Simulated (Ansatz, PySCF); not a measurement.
Species: C$_{2}$H$_{7}$S, net charge 1, singlet state. It need not be the lowest isomer of its formula. 
Coordinates optimised at B3LYP-D3(BJ)/def2-TZVP (Ansatz, a first-principles code):
```xyz
10

C      1.5423     0.7300     0.0591
C      0.0315     0.8765     0.0770
S     -0.7522    -0.7918    -0.1533
H     -2.0310    -0.5177     0.1928
H     -0.3591     1.2901     1.0036
H     -0.3484     1.4448    -0.7723
H      1.9708     1.7304     0.1331
H      1.9070     0.1497     0.9067
H      1.9002     0.2818    -0.8675
H     -0.4474    -1.3496     1.0402
```
Charge +1, spin multiplicity 1.

Total electronic energies in hartree. Valence correlation only, unless marked. Spin-orbit coupling is left out. No relativistic terms. CBS(X,Y): correlation extrapolated as X^-3; Hartree-Fock from the larger set. [CCSD(T)-MP2]/basis is that difference in the basis named.

| level | program | energy (Eh) |
|---|---|---|
| HF-D3(BJ)/def2-TZVPD | PySCF + dftd3 | -477.17047 |
| SVWN5/def2-TZVPD | Ansatz | -476.22017 |
| PBE-D4/def2-TZVPD | Ansatz + dftd4 | -478.08293 |
| BLYP-D4/def2-TZVPD | Ansatz + dftd4 | -478.32371 |
| revPBE/def2-TZVPD | Ansatz | -478.27447 |
| r2SCAN/def2-TZVPD | Ansatz | -478.28755 |
| PBE0-D4/def2-TZVPD | Ansatz + dftd4 | -478.13260 |
| PBE0/def2-QZVPP | Ansatz | -478.14742 |
| TPSSh-D3(BJ)/def2-TZVPD | PySCF + dftd3 | -478.40738 |
| HSE06/def2-TZVPD | Ansatz | -478.11590 |
| B2GP-PLYP-D3(BJ)/def2-TZVPD | Ansatz + dftd3 | -478.09542 |
| RI-MP2/cc-pV(Q+d)Z | Ansatz | -477.69928 |
| SCS-MP2/6-31G | Ansatz | -477.20219 |
| CCSD(T)/cc-pVDZ | PySCF | -477.56808 |
| RI-MP2/CBS(cc-pV(T+d)Z,cc-pV(Q+d)Z)+[CCSD(T)-MP2]/cc-pV(T+d)Z | Ansatz | -477.7956 |

Totals of different functionals don't rank their quality; only differences between species are comparable.
